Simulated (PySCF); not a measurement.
Compound: C5H10O.
Atom-mapped SMILES: `[CH3:1]/[CH:2]=[CH:3]/[O:4][CH2:5][CH3:6]` (hydrogens: H7, H8, H9 on C1; H10 on C2; H11 on C3; H12, H13 on C5; H14, H15, H16 on C6)

Level: wB97X-D/def2-SVPD in PySCF, non-relativistic, on one gas-phase PBE0-D3(BJ)/def2-SVP geometry that isn't relaxed in the solvent. The solvent is an IEF-PCM continuum (Bondi radii, 1.10 Å for H, scaled by 1.2), and excitations are vertical TDDFT with non-equilibrium linear response and a frozen core. The model holds no explicit solvent molecules, cavitation or dispersion.

Gas-phase singlets (H = HOMO, L = LUMO):

| state | E (eV) | λ (nm) | f | leading configuration |
| --- | --- | --- | --- | --- |
| S1 | 6.525 | 190 | 0.028 | H→L 73% |
| S2 | 6.867 | 181 | 0.000 | H→L+3 90% |
| S3 | 6.956 | 178 | 0.369 | H→L+2 95% |
| S4 | 7.247 | 171 | 0.012 | H→L+1 69% |
| S5 | 7.995 | 155 | 0.028 | H→L+5 91% |

Question: How does the list change in chloroform (ε = 4.711)?

Answer: 
| state | E (eV) | λ (nm) | f | leading configuration | change by rank (eV) |
| --- | --- | --- | --- | --- | --- |
| S1 | 6.547 | 189 | 0.040 | H→L 77% | +0.022 |
| S2 | 6.816 | 182 | 0.454 | H→L+1 96% | -0.051 |
| S3 | 6.963 | 178 | 0.000 | H→L+3 89% | +0.007 |
| S4 | 7.355 | 169 | 0.015 | H→L+2 68% | +0.108 |
| S5 | 8.037 | 154 | 0.027 | H→L+5 93% | +0.042 |

Question: What are the lowest 5 singlets in tetrahydrofuran (ε = 7.426)?

Answer: 
```tsv
state	E (eV)	λ (nm)	f	leading configuration	change by rank (eV)
S1	6.556	189	0.039	H→L 78%	+0.031
S2	6.829	182	0.449	H→L+1 96%	-0.038
S3	6.981	178	0.001	H→L+3 85%	+0.025
S4	7.376	168	0.015	H→L+2 65%	+0.129
S5	8.046	154	0.025	H→L+5 94%	+0.051
```

Question: The ground-state energy changes by -0.104 eV from gas to tetrahydrofuran. By how much does the total energy of gas-phase S3 change?

Answer: E(S3) = E(S0) + excitation energy, so it changes by -0.104 − 0.127 = -0.231 eV: it is lowered more than the ground state, which is what a red shift means. This is the vertical state, with the slow part of the continuum still set for S0.

Question: How do the frontier levels move from gas to tetrahydrofuran?

Answer: 
```json
{"orbital": "LUMO+2", "gas (eV)": "2.85", "solvent (eV)": "2.94", "change (eV)": "+0.09"}
{"orbital": "LUMO+1", "gas (eV)": "2.85", "solvent (eV)": "2.81", "change (eV)": "-0.04"}
{"orbital": "LUMO", "gas (eV)": "2.46", "solvent (eV)": "2.56", "change (eV)": "+0.10"}
{"orbital": "HOMO", "gas (eV)": "-8.15", "solvent (eV)": "-8.20", "change (eV)": "-0.05"}
{"orbital": "HOMO-1", "gas (eV)": "-11.17", "solvent (eV)": "-11.10", "change (eV)": "+0.07"}
{"orbital": "HOMO-2", "gas (eV)": "-11.22", "solvent (eV)": "-11.22", "change (eV)": "0.00"}
{"orbital": "HOMO-3", "gas (eV)": "-12.11", "solvent (eV)": "-12.06", "change (eV)": "+0.05"}
```

The HOMO–LUMO gap goes from 10.61 to 10.76 eV. Rows go by rank; for LUMO, LUMO+1 and LUMO+2 the atom shares or the degeneracy differ between the runs, so the row needn't follow one orbital.

The values belong to the conformer `[CH3:1]/[CH:2]=[CH:3]/[O:4][CH2:5][CH3:6]`: C2–C3–O4–C5 0°, C3–O4–C5–C6 180°.

wB97X-D is run here without its empirical dispersion term; that term would change no orbital, density or response property at a fixed geometry.
